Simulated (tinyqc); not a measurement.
Inside a calculation. Method: coupled-perturbed Hartree-Fock on RHF in the sto-3g basis, for H2O, spin multiplicity 1. One step of it, computed by the program tinyqc.

Question. Response to a field: uncoupled start. Field along z; U_ai = -mu_ai / (e_a - e_i), alpha = -4 sum U_ai mu_ai.

orbital energies (hartree): MO1 -20.273358, MO2 -1.203316, MO3 -0.527183, MO4 -0.442214, MO5 -0.390868, MO6 0.460269, MO7 0.545999

dipole integrals <a|z|i> (bohr):
```
          i1         i2         i3         i4        i5
a6  0.046479  -0.043073   0.000000  -0.665549  0.000000
a7  0.000000   0.000000  -0.751098   0.000000  0.000000
```

Give: uncoupled U; uncoupled polarisability.

Answer.

uncoupled U:
```
         i1      i2      i3      i4      i5
a6  -0.0022  0.0259  0.0000  0.7375  0.0000
a7   0.0000  0.0000  0.6999  0.0000  0.0000
```

uncoupled polarisability = 4.0709 bohr^3
